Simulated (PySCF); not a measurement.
Structure with atom numbers: `[cH:1]1[cH:2][cH:3][c:4]2[cH:5][cH:6][cH:7][c:8]-2[cH:9][cH:10]1`. Hydrogens are named by the atom that carries them.

PySCF 2.14.0 with density-fitted response routines calculation with structure optimised with PBE0-D3(BJ)/def2-SVP and NMR shieldings at PBE0/pcSseg-1/GIAO; non-relativistic, a single conformation, in vacuum.

Shifts are taken against calculated references (same method and geometry level): TMS for ¹³C, ¹H.

```
 atoms  nucleus  count  Hirshfeld charge  δ (ppm)
 H(C3)       ¹H      1              0.06     8.47
 H(C1)       ¹H      1              0.05     7.89
 H(C9)       ¹H      1              0.06     8.47
    C7      ¹³C      1             -0.08    122.5
    C1      ¹³C      1             -0.03    144.5
 H(C2)       ¹H      1              0.05        ?
    C9      ¹³C      1             -0.02    143.7
H(C10)       ¹H      1              0.05     7.37
 H(C5)       ¹H      1              0.05     7.65
    C4      ¹³C      1             -0.01        ?
 H(C6)       ¹H      1              0.05     8.16
    C8      ¹³C      1             -0.01        ?
    C5      ¹³C      1             -0.08        ?
    C2      ¹³C      1             -0.05        ?
    C6      ¹³C      1             -0.05    143.7
    C3      ¹³C      1             -0.02        ?
   C10      ¹³C      1             -0.05    127.1
 H(C7)       ¹H      1              0.05     7.65
```

Fill in the missing shifts.

Results:


- C3: 143.7 ppm, aromatic CH
- C8: 143.5 ppm, substituted aromatic carbon
- C4: 143.5 ppm, substituted aromatic carbon
- C2: 127.1 ppm, aromatic CH; the aromatic region
- C5: 122.5 ppm, aromatic CH
- H(C2): 7.37 ppm, hydrogen on an aromatic CH; ring-current deshielding

Shifts are as computed. Against solution values, carbons near 30 ppm lie about +2 ppm off and those near 130 ppm about +5 ppm. Of 1211 compounds with measured shifts, 218 miss one by over three times the rms of a fit or turn the order of signals round; such compounds aren't used in these exercises.
